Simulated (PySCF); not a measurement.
# Electronic absorption of C3H3NS

C3H3NS.
Atom-mapped SMILES: `[CH2:1]=[CH:2][S:3][C:4]#[N:5]` (hydrogens: H6, H7 on C1; H8 on C2)

Theory: TDDFT CAM-B3LYP/def2-SVPD, vertical, gas phase, core orbitals frozen in the response in PySCF. One conformer (not necessarily the lowest) at the PBE0-D3(BJ)/def2-SVP geometry, without solvent, vibrations or thermal averaging. Torsions of this conformer, `[CH2:1]=[CH:2][S:3][C:4]#[N:5]`: C1–C2–S3–C4 0°.

Question: Predict the UV-vis stick spectrum at this level.

Answer: 

```json
{"state": "S1", "E (eV)": "5.00", "E (kJ/mol)": "482", "λ (nm)": "248.0", "f": "0.0002", "symmetry": "–", "main configurations (H = HOMO, L = LUMO)": "H→L (91%)"}
{"state": "S2", "E (eV)": "5.90", "E (kJ/mol)": "569", "λ (nm)": "210.2", "f": "0.157", "symmetry": "A′", "main configurations (H = HOMO, L = LUMO)": "H→L+1 (92%)"}
{"state": "S3", "E (eV)": "6.48", "E (kJ/mol)": "625", "λ (nm)": "191.4", "f": "0.0002", "symmetry": "–", "main configurations (H = HOMO, L = LUMO)": "H→L+2 (57%), H→L+6 (21%), H→L+3 (11%)"}
{"state": "S4", "E (eV)": "6.78", "E (kJ/mol)": "655", "λ (nm)": "182.7", "f": "0.0009", "symmetry": "–", "main configurations (H = HOMO, L = LUMO)": "H→L+2 (36%), H→L+3 (25%), H→L+6 (23%)"}
{"state": "S5", "E (eV)": "7.16", "E (kJ/mol)": "691", "λ (nm)": "173.1", "f": "0.0019", "symmetry": "–", "main configurations (H = HOMO, L = LUMO)": "H-1→L (54%), H→L+3 (12%), H→L+4 (9%)"}
{"state": "S6", "E (eV)": "7.22", "E (kJ/mol)": "697", "λ (nm)": "171.7", "f": "0.151", "symmetry": "A′", "main configurations (H = HOMO, L = LUMO)": "H→L+5 (46%), H-2→L (28%)"}
```

The lowest singlet comes at 248 nm (482 kJ/mol) in the ultraviolet; it is dark (f under 0.0005); its leading configuration is HOMO→LUMO (91%). The strongest level in the table is S2 at 5.90 eV (210 nm, f = 0.157). Löwdin shares by element: HOMO sulfur 39%, carbon 38% or more, nitrogen 10%; LUMO (one of a set within 0.03 eV) sulfur 40%, carbon 32% or more, nitrogen 21%. Weighted by f, the mean energy of these states is 6.55 eV. The listed states span 2.22 eV, and the widest gap between neighbours is 0.90 eV (S1 to S2). Orbital energies (eV): HOMO-3 -12.25, HOMO-2 -11.25, HOMO-1 -11.02, HOMO -8.68, LUMO 0.18, LUMO+1 0.20, LUMO+2 1.02. No computed singlet lies in the visible range (380 to 750 nm); the lowest, at 248 nm, stands 1.74 eV above its violet end (3.26 eV). Symmetry labels in Cs follow from the direction of the transition dipole and are given only for states with f of 0.002 or more. Singlets were solved by full linear response.

Cost: about 14 s of CPU time on one thread; the machine was shared, so the figure is rough.
